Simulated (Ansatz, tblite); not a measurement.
# The cluster Ba₂O+: one state, many levels

One table from this session's results is given with a row withheld; the runs are named, their logs left out.

Program: Ansatz 0.2.0, Gaussian basis. Level of theory: as each input shows. These are calculated values, not measurements.

The runs, in order: GFN1-xTB, GFN2-xTB, PBE-D4/def2-TZVP, r2SCAN-D4/def2-TZVP, CAM-B3LYP-D4/def2-TZVP, revPBE-D4/def2-TZVP, r2SCAN0-D4/def2-TZVP, LDA/def2-TZVP, ωB97X-V/def2-TZVP, PBE-D4/def2-SVP, PBE0-D4/def2-SVP, CCSD(T)/def2-TZVPP, MP2/def2-TZVP, RPA/def2-TZVP.

**The relaxed structure**

The geometry is that of the doublet, from an earlier relaxation (PBE0-D4/def2-TZVP). At that level it is the lowest of the isomers that a small search found.

3 atoms, charge 1, spin multiplicity 2.

Bond lengths: Ba1–O3 2.155 Å, Ba2–O3 2.155 Å. Angles: Ba1–O3–Ba2 147.6°.

Ba takes a core potential in the def2 sets. No spin-orbit coupling is included. The ion is computed in the gas phase, without counter-ions or solvent.

PBE0-D4/def2-TZVP was run before; its log isn't repeated, and its numbers join the tables.

Set-up of the first run:

Tight binding, by tblite at 300 K electronic temperature and without a spin-polarisation term:

```python
tblite.interface.Calculator('GFN1-xTB', numbers, positions, charge=1, uhf=1).singlepoint()
```

Tight binding, by tblite at 300 K electronic temperature and without a spin-polarisation term:

```python
tblite.interface.Calculator('GFN2-xTB', numbers, positions, charge=1, uhf=1).singlepoint()
```

start.molden holds the orbitals of an earlier run on this state, given as this run's starting guess.

in.yaml reads:

```yaml
crystal:
  periodic: [false, false, false]
  atoms:
    - {symbol: Ba, position_ang: [-0.313116, 1.077598, 1.750200]}
    - {symbol: Ba, position_ang: [0.101879, -0.783979, -1.922877]}
    - {symbol: O, position_ang: [0.211237, -0.293619, 0.172676]}
basis:
  gaussian: {orbitals: def2-TZVP, initial_orbitals: start.molden}
total_charge: 1
magnetization: {spin_polarized: true, initial_magnetization: 1}
hamiltonian: {xc: pbe, dispersion: d4}
scf: {omitted_lower_state_checks: [starts]}
output: {orbitals: {seedname: orbitals}}
```

Run with:

```bash
$ ansatz run in.yaml --threads 4 --pin off --events-out ev --progress --plain --max-ram 3916MiB
```

Steps of the session up to this table: PBE-D4/def2-TZVP; r2SCAN-D4/def2-TZVP; CAM-B3LYP-D4/def2-TZVP; revPBE-D4/def2-TZVP; r2SCAN0-D4/def2-TZVP; LDA/def2-TZVP; ωB97X-V/def2-TZVP; PBE-D4/def2-SVP; PBE0-D4/def2-SVP; CCSD(T)/def2-TZVPP; MP2/def2-TZVP; RPA/def2-TZVP.

One of the session's tables, all rows but one given; the rest of the session is left out.

| level | HOMO (eV) | LUMO (eV) | gap (eV) |
| --- | --- | --- | --- |
| LDA/def2-TZVP | -6.13 | -5.70 | 0.43 |
| PBE-D4/def2-SVP | -5.97 | -5.48 | 0.49 |
| PBE-D4/def2-TZVP | -5.93 | -5.42 | 0.51 |
| revPBE-D4/def2-TZVP | -5.83 | -5.41 | 0.42 |
| r2SCAN-D4/def2-TZVP | ? | ? | ? |
| PBE0-D4/def2-SVP | -6.28 | -4.82 | 1.46 |
| PBE0-D4/def2-TZVP | -6.25 | -4.76 | 1.49 |
| r2SCAN0-D4/def2-TZVP | -6.23 | -4.60 | 1.63 |
| CAM-B3LYP-D4/def2-TZVP | -6.86 | -4.37 | 2.48 |
| ωB97X-V/def2-TZVP | -7.23 | -3.41 | 3.82 |

Estimate the missing values for r2SCAN-D4/def2-TZVP.

As computed: HOMO (eV): -5.85; LUMO (eV): -4.94; gap (eV): 0.91. In the column «HOMO (eV)» it lies between PBE-D4/def2-TZVP (-5.93) and revPBE-D4/def2-TZVP (-5.83).
